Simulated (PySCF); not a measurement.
Compound: C3H5FS.
Geometry (PBE0-D3(BJ)/def2-SVP, Å), atoms numbered from 1 in this order:
```xyz
10
C3H5FS angstrom
C      1.2145   -0.0276    0.2326
C     -0.0295    0.3156   -0.5369
S     -1.1382    1.6223    0.1111
C     -1.3398   -0.1560   -0.0493
F     -1.3559   -0.8997    1.0761
H      1.5846   -1.0192   -0.0762
H      1.0113   -0.0511    1.3109
H      2.0081    0.7078    0.0397
H      0.0893    0.3532   -1.6271
H     -2.1056   -0.4985   -0.7552
```

Linear response at CAM-B3LYP/def2-SVPD (PySCF, frozen core in the response, non-relativistic).

Static isotropic polarisability: 56.56 au (8.38 Å³), principal values 49.5, 54.8, 65.5 au.

Task: What is the polarisability at 1064 nm and at the sodium D line?

Result: 57.03 au at 1064 nm (+0.8 %), 58.15 au at 589.3 nm (+2.8 %). The rise at 589.3 nm is 3.36 times that at 1064 nm; a pure ω² law gives 3.26. The lowest singlet lies at 246 nm, shorter than both wavelengths.

Task: What is the isotropic C6 coefficient between two such molecules, C6 = (3/π)∫α(iω)² dω?

Result: 1329 au (Eh·bohr⁶) by a ten-point quadrature over imaginary frequencies, which is 794 eV·Å⁶ or 76.6 J·nm⁶/mol.

Task: Which effective excitation energy ω̄ makes London's formula C6 = (3/4)α²ω̄ exact here?

Result: ω̄ = 4·C6/(3α²) = 0.554 Eh = 15.1 eV. A one-pole form α(ω) = α/(1 − ω²/ω̄²) fitted to the 1064 nm value gives 12.8 eV. London's choice of the ionisation energy (9.39 eV, ΔSCF at the same level) gives C6 = 828 au, 38 % too low.

Task: What n − 1 at the D line would an ideal gas of it have at 273.15 K and 1 atm (2.6868 × 10¹⁹ cm⁻³), by n − 1 = 2π·N·α′?

Result: 14.55 × 10⁻⁴, a formal value whether or not that pressure can be reached.

Task: What molar refraction at the D line follows from R = (4π/3)·N_A·α′, with α′ the polarisability volume?

Result: α′ = 8.62 Å³ gives R = 21.74 cm³/mol, for isolated, non-vibrating species.

Task: How anisotropic is the static polarisability, by Δα² = ½[(α1 − α2)² + (α2 − α3)² + (α3 − α1)²]?

Result: Δα = 14.1 au, or 0.25 of the isotropic value.

On one thread of an x86-64 server, shared host, this took 20 s wall. This is the whole response run at CAM-B3LYP/def2-SVPD, SCF included.
